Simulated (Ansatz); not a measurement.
# CH3N: the cost of one run

Method: def2-QZVPP, core rule «outside noble gas», up to 2 orbitals frozen; program: Ansatz 0.2.0, Gaussian basis.

The runs, in order: UHF; ROHF; CCSD(T) on UHF.

2 further runs of the same task are left out: 2 set aside as unsound or not needed.

### Step 1. The system

The geometry is a PBE0/def2-TZVP stationary point (not a proven minimum) of the parent state, kept for this charge and spin.

5 atoms, charge 0, spin multiplicity 5.

Atoms are counted from 1 here; the program's logs count them from 0.

Bond lengths: N1–C2 1.403 Å, C2–H3 1.101 Å, C2–H4 1.101 Å, C2–H5 1.101 Å. Angles: N1–C2–H3 110.9°, N1–C2–H4 110.9°, N1–C2–H5 110.9°, H3–C2–H4 108.0°, H3–C2–H5 108.0°, H4–C2–H5 108.0°.

### Step 2. UHF

in.yaml

```yaml
crystal:
  periodic: [false, false, false]
  atoms:
    - {symbol: N, position_ang: [-0.767330, 0.007230, 0.007201]}
    - {symbol: C, position_ang: [0.635942, -0.005992, -0.005968]}
    - {symbol: H, position_ang: [1.018747, -1.037854, -0.004565]}
    - {symbol: H, position_ang: [1.041604, 0.508718, 0.878222]}
    - {symbol: H, position_ang: [1.024810, 0.500066, -0.902610]}
basis:
  gaussian: {orbitals: "def2-QZVPP.json"}
magnetization: {spin_polarized: true, initial_magnetization: 4}
hamiltonian: {xc: hf}
output: {orbitals: {seedname: orbitals}}
```

Run with:

```console
> ansatz run in.yaml --threads 1 --pin off --events-out ev --progress --plain --max-ram 2393MiB
```

Q: Estimate wall time and peak memory on 1 thread of Intel Xeon Platinum 8259CL at 2.50GHz, shared host.

About 11 s, with a peak of 0.29 GiB.
